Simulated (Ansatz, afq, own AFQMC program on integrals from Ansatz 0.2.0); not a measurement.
**Where AFQMC and coupled cluster stand for N$_{2}$, singlet**

```csv
atom,x (Å),y (Å),z (Å)
N,0.0000,0.0000,0.0000
N,0.0000,0.0000,1.0895
```

Basis 6-31G. Noble-gas cores (and the filled d shells of Ga–Kr and In–Xe) are frozen. Integrals, coupled cluster, full CI and functionals: Ansatz 0.2.0; the random walks run on the same integrals in our own AFQMC program. ph-AFQMC/CISD is guided by a CISD state made of CCSD amplitudes; releasing the constraint for a short imaginary time cuts its bias at the price of noise, slowly where states lie close. Free AFQMC starts from the CCSD state and is never constrained. Its projection time is finite, and what remains of the start isn't in its error. Error bars are statistical, one sigma.

Determinant: RHF, the one that the program's search chose, which needn't be the lowest solution. The geometry is a point of a scan.

Full CI on the same integrals is exact in this basis and with this determinant's frozen core.

- T1 diagnostic: 0.0116
- weight of the determinant in the CISD state: 0.910
- size of the correlated space: 10 electrons in 16 orbitals

| level | correlation energy (eV) |
| --- | --- |
| MP2 | -6.3628 |
| CCSD | -6.0940 |
| CCSD(T) | -6.2941 |

(1) Estimate where phaseless AFQMC with a CISD trial lies against CCSD(T) on the same integrals.

(1) 4.1 ± 0.5 kJ/mol below CCSD(T).

Reference: full CI, correlation energy -6.343 eV. The released energy is read at 2.40 1/Eh (meV from the phaseless value at times in 1/Eh: -5 ± 4 at 0.24, -5 ± 3 at 0.51, -8 ± 3 at 0.99, -5 ± 3 at 1.62, -8.0 ± 2.3 at 2.40).

```csv
level,E − E(reference) (kJ/mol),share of correlation (%)
CCSD(T),4.7,99.24
CCSDT,4.8,99.22
CCSDT(Q),-0.2,100.03
CCSDTQ,0.5,99.92
ph-AFQMC/HF,-0.8 ± 2.4,100.14
ph-AFQMC/CISD,0.6 ± 0.5,99.90
released AFQMC,-0.2 ± 0.2,100.03
free AFQMC,0.1 ± 0.3,99.99
```

CCSDT and higher add their correlation energy to the determinant of the CCSD(T) run, since their own runs factorise the integrals more tightly (a shift of under 2 meV). Free projections are given only where their last times agree within the noise and don't stop above the reference; a slow remainder of the start can still hide under it. A walk keeps the symmetry of its determinant, which the program's search chose and which needn't be the lowest solution, so a lower state of the same spin and another symmetry isn't excluded. Released energies are given only where the last usable release times agree within the noise; a slower fall can still hide under it.
